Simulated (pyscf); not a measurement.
Single points on ωB97X-D3(BJ)/def2-SVP structures (PySCF, gas phase).

For `[CH3][In]([CH3])[CH3]` + `[NH3]` → `[CH4]` + `[CH3][In]([CH3])[NH2]`, a four-centre exchange (singlet surface; C–In, H–N broken, C–H, In–N formed), PBE/def2-TZVP gives ΔE‡ = 15.1 kcal/mol and ΔE = -11.6 kcal/mol (zero: the separated reactants). In which direction and how far do r²SCAN/def2-TZVP, B3LYP-D3(BJ)/def2-TZVP, ωB97M-D3(BJ)/def2-TZVP move these?

r²SCAN: ΔE‡ = 14.1 kcal/mol, ΔE = -12.4 kcal/mol; B3LYP-D3(BJ): ΔE‡ = 17.4 kcal/mol, ΔE = -12.4 kcal/mol; ωB97M-D3(BJ): ΔE‡ = 18.6 kcal/mol, ΔE = -11.5 kcal/mol. PBE's barrier lies among them. Its reaction energy matches one of them and lies within 0.8 kcal/mol of the others. On the reactant side the descent ends in an adduct with a In–N contact, 18.6 kcal/mol under the separated species and 35.6 kcal/mol under the saddle at ωB97X-D3(BJ)/def2-TZVP. What is counted as formed (In–N) is already present as a longer contact in the reactant adduct; forming that adduct is a step of its own. One saddle was located; it need not be the lowest between these sides. Elements past Kr carry the def2 core potentials, without spin-orbit coupling.
